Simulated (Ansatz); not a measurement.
Geometry optimisation, Ansatz 0.2.0, RKS PBE/def2-SVP.

input.yaml

```yaml
crystal:
  periodic: [false, false, false]
  atoms:
    - { symbol: B, position_ang: [0.01774, -0.445479, -0.342816] }
    - { symbol: H, position_ang: [0.028055, 0.136677, 1.977718] }
    - { symbol: H, position_ang: [1.080641, 0.121753, -0.520995] }
    - { symbol: H, position_ang: [-1.071115, 0.07084, -0.526742] }
    - { symbol: F, position_ang: [0.047529, -1.729885, -0.003288] }
    - { symbol: H, position_ang: [0.003051, -0.556506, 1.776523] }
basis:
  gaussian: { orbitals: def2-SVP }
hamiltonian:
  xc: pbe
relax:
  f_tol: 0.03
  max_steps: 50
```

Launched with:

```bash
$ ansatz run input.yaml --threads 1 --pin off --max-ram 2048MiB --backend cpu --events-out ev --progress --plain --runs-dir out
```

Q: Where does it end, and by what steps?

A: The forces met the threshold. After 7 steps the energy has fallen by 0.139 eV; H6 moved furthest, 0.55 Å.

```tsv
step	energy less start (eV)	largest force component (eV/Å)	accepted
0	0.0000	1.803	yes
1	-0.0873	0.600	yes
2	-0.1243	0.465	yes
3	-0.1333	0.262	yes
4	-0.1361	0.107	yes
5	-0.1375	0.109	yes
6	-0.1385	0.050	yes
7	-0.1392	0.020	yes
```

```xyz
6
Properties=species:S:1:pos:R:3
B 0.020 -0.514 -0.571
H 0.023 0.309 2.317
H 1.085 0.071 -0.645
H -1.071 0.022 -0.646
F 0.050 -1.831 -0.409
H -0.001 -0.459 2.314
```

The run took 6.9 s on 1 thread of Arm Neoverse V1, on a shared host, peak memory 0.1 GiB.
